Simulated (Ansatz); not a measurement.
**CH3OS+ (SMILES O[CH+]S): one structure at several levels**

A test off equilibrium: a structure displaced at random from a GFN2-xTB minimum is computed at several levels, and each is set against CCSD(T).

The runs use Ansatz 0.2.0, Gaussian basis; single points in def2-TZVPP.

Cores are frozen in the correlated methods. B3LYP uses VWN-RPA correlation.

### Step 1. Where the work starts

6 atoms, charge 1, spin multiplicity 1.

Atoms are counted from 1 here; the program's logs count them from 0.

Bond lengths: O1–C2 1.212 Å, O1–H4 0.941 Å, C2–S3 1.674 Å, C2–H5 1.189 Å, S3–H6 1.434 Å. Angles: C2–O1–H4 124.8°, O1–C2–S3 130.4°, O1–C2–H5 115.6°, S3–C2–H5 113.8°, C2–S3–H6 95.4°.

Coordinates:

```
O    -0.7071   -0.7834   -0.4728
C     0.2234   -0.0115   -0.5594
S     0.9439    0.9539    0.6029
H    -1.2793   -0.8543    0.2712
H     0.7737    0.0143   -1.6134
H     0.0313    0.6063    1.6526
```

### Step 2. CCSD(T)/def2-TZVPP

Contents of run/in.yaml:

```yaml
crystal:
  periodic: [false, false, false]
  atoms:
    - {symbol: O, position_ang: [-0.707100, -0.783400, -0.472800]}
    - {symbol: C, position_ang: [0.223400, -0.011500, -0.559400]}
    - {symbol: S, position_ang: [0.943900, 0.953900, 0.602900]}
    - {symbol: H, position_ang: [-1.279300, -0.854300, 0.271200]}
    - {symbol: H, position_ang: [0.773700, 0.014300, -1.613400]}
    - {symbol: H, position_ang: [0.031300, 0.606300, 1.652600]}
basis:
  gaussian: {orbitals: def2-TZVPP}
total_charge: 1
correlation: {method: ccsd_t}
output: {forces: true}
```

The command line of these runs was not kept.

### Step 3. PBE0-D4/def2-TZVPP

Changes to run/in.yaml since step 2:

```diff
@@ -12,3 +12,3 @@
 total_charge: 1
-correlation: {method: ccsd_t}
-output: {forces: true}
+hamiltonian: {xc: pbe0, dispersion: d4}
+output: {forces: true, orbitals: {seedname: orbitals}}
```

### Step 4. wB97M-V/def2-TZVPP

Changes to run/in.yaml since step 3:

```diff
@@ -12,3 +12,3 @@
 total_charge: 1
-hamiltonian: {xc: pbe0, dispersion: d4}
-output: {forces: true, orbitals: {seedname: orbitals}}
+hamiltonian: {xc: {name: wB97M-V}}
+output: {forces: true}
```

### Step 5. r2SCAN-D4/def2-TZVPP

Changes to run/in.yaml since step 4:

```diff
@@ -12,3 +12,3 @@
 total_charge: 1
-hamiltonian: {xc: {name: wB97M-V}}
+hamiltonian: {xc: r2scan, dispersion: d4}
 output: {forces: true}
```

### Step 6. PBE-D4/def2-TZVPP

Changes to run/in.yaml since step 5:

```diff
@@ -12,3 +12,3 @@
 total_charge: 1
-hamiltonian: {xc: r2scan, dispersion: d4}
+hamiltonian: {xc: pbe, dispersion: d4}
 output: {forces: true}
```

### Step 7. B3LYP-D4/def2-TZVPP

Changes to run/in.yaml since step 6:

```diff
@@ -12,3 +12,3 @@
 total_charge: 1
-hamiltonian: {xc: pbe, dispersion: d4}
+hamiltonian: {xc: {name: B3LYP}, dispersion: d4}
 output: {forces: true}
```

### Step 8. B97M-V/def2-TZVPP

Changes to run/in.yaml since step 7:

```diff
@@ -12,3 +12,3 @@
 total_charge: 1
-hamiltonian: {xc: {name: B3LYP}, dispersion: d4}
+hamiltonian: {xc: {name: B97M-V}}
 output: {forces: true}
```

(Steps that only read results are left out.)

**Question.** What will these runs give? Wanted: energy less free atoms, CCSD(T)/def2-TZVPP; RMS force component; RMS force error; HOMO and LUMO, PBE0-D4; T1 diagnostic.

As calculated:

| quantity | value |
| --- | --- |
| energy less free atoms, CCSD(T)/def2-TZVPP | -12.817 eV |
| RMS force component | 1.787 to 1.966 eV/Å over the methods |
| RMS force error | PBE0-D4 0.229, wB97M-V 0.165, r2SCAN-D4 0.137, PBE-D4 0.217, B3LYP-D4 0.155, B97M-V 0.219 eV/Å |
| HOMO and LUMO, PBE0-D4 | -15.03 and -8.19 eV |
| T1 diagnostic | 0.018 |

**Reading.** Against CCSD(T) the functionals' energies less atoms differ by -1.565 to -0.603 eV, PBE-D4 by -1.565 eV. The reference is not at the basis limit: in triple zeta CCSD(T) underbinds, which counts against methods that bind more; the gaps are no ranking. The forces of r2SCAN-D4 come nearest to CCSD(T), those of PBE0-D4 are farthest. Frozen-core CCSD(T) forces in triple zeta carry basis errors of their own, and this is one geometry, so small gaps rank nothing.
